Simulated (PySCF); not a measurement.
What binds P2: the parts of the energy along the bond

State: singlet, closed shell. RHF-based CCSD(T) in PySCF 2.14 with P cc-pV(T+d)Z and P cc-pV(Q+d)Z (frozen core orbitals: 10; no relativity). Correlation energies are extrapolated as n⁻³ (n = 3, 4), Hartree–Fock as (n+1)·exp(−9√n). CV is the change on freezing 2 orbitals instead, in P cc-pwCVTZ. SR is the spin-free X2C energy in P cc-pVTZ-DK less the non-relativistic one in P cc-pVTZ. All energies in eV from P + P.

| R (Å) | HF/CBS | CCSD corr. | (T) | CV | SR | total |
| --- | --- | --- | --- | --- | --- | --- |
| 1.6643 | -0.633 | -2.671 | -0.2956 | -0.0950 | -0.0012 | -3.696 |
| 1.7399 | -1.377 | -2.745 | -0.3288 | -0.0725 | 0.0046 | -4.518 |
| 1.8156 | -1.686 | -2.833 | -0.3662 | -0.0541 | 0.0084 | -4.931 |
| 1.8912 | -1.677 | -2.936 | -0.4076 | -0.0392 | 0.0105 | -5.049 |
| 1.9669 | -1.439 | -3.051 | -0.4533 | -0.0270 | 0.0114 | -4.959 |
| 2.0614 | -0.921 | -3.212 | -0.5159 | -0.0147 | 0.0114 | -4.652 |
| 2.1560 | -0.244 | -3.390 | -0.5848 | -0.0047 | 0.0106 | -4.213 |

A fit to the total gives Re = 1.8918 Å, De = 5.049 eV, ωe = 793.6 cm⁻¹, Be = 0.3042 cm⁻¹ (masses 30.9738 and 30.9738 u).

At R = 1.8912 Å the CCSD correlation energy is -0.295924 hartree in the smaller basis and -0.311641 in the larger. Extrapolate it.

(4³·E4 − 3³·E3)/(4³ − 3³) = -0.32311 hartree; the larger basis holds 96.5 % of it.

The T1 diagnostic is 0.017. The open-shell atoms are computed with UHF. Spin–orbit coupling, excitations beyond (T) and corrections to the Born–Oppenheimer picture are left out.
